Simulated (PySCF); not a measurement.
B3LYP has the VWN-RPA correlation part, as in Gaussian. 

# CH3O, SMILES `C[O]` (charge 0, multiplicity 2)

All values below come from B3LYP-D3(BJ)/def2-TZVP // r2SCAN-D4/def2-SVP (PySCF 2.14.0).

```json
{
 "highest_occupied_spin_orbital": "-7.50 eV",
 "dipole_moment": "2.06 D",
 "total_energy": "-115.1059 Ha",
 "cost": "about 23 core-seconds (a rough figure)"
}
```

Bonds (Å): C1–O2 1.350, C1–H3 1.113, C1–H4 1.113, C1–H5 1.119. Angles (°): O2–C1–H3 114.5, O2–C1–H4 114.5, O2–C1–H5 105.6, H3–C1–H4 110.8, H3–C1–H5 105.2, H4–C1–H5 105.2.
Charge 0, spin multiplicity 2.
